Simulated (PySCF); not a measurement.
Species: thioformaldehyde, CH2S.
Numbering: `[CH2:1]=[S:2]` (hydrogens: H3, H4 on C1)

A GFN2-xTB structure was refined with PBE0/6-31+G* geometry optimisation, gas phase (PySCF). Its GFN2-xTB values:

| coordinate | GFN2-xTB |
| --- | --- |
| C1=S2 | 1.605 Å |
| C1–H3 | 1.082 Å |
| S2–C1–H3 | 121.6° |
| H3–C1–H4 | 116.8° |

**Question.** How do these coordinates change at the PBE0/6-31+G* level?

**Answer.** 
```json
{"coordinate": "C1–H3", "PBE0/6-31+G* (Å or °)": "1.093", "change": "+0.011"}
{"coordinate": "C1=S2", "PBE0/6-31+G* (Å or °)": "1.611", "change": "+0.006"}
{"coordinate": "H3–C1–H4", "PBE0/6-31+G* (Å or °)": "115.5", "change": "-1.3"}
{"coordinate": "S2–C1–H3", "PBE0/6-31+G* (Å or °)": "122.1", "change": "+0.5"}
```

The energy falls by 0.14 kcal/mol over 3 energy and gradient evaluations, the largest force component goes from 0.0065 to 2.9e-04 Eh/bohr, and the atoms move by 0.010 Å rms after alignment. Among the bonds, C1–H3 and C1–H4 change most and about equally (+0.011 Å). Bonds longer at the end by more than 0.005 Å: 3 of 3; shorter: 0. Rotational constants go from 294969, 17870, 16849 to 293299, 17686, 16681 MHz.

The run used 44 basis functions and 19 SCF cycles in all.

Whether it is a minimum is left open (no frequencies).
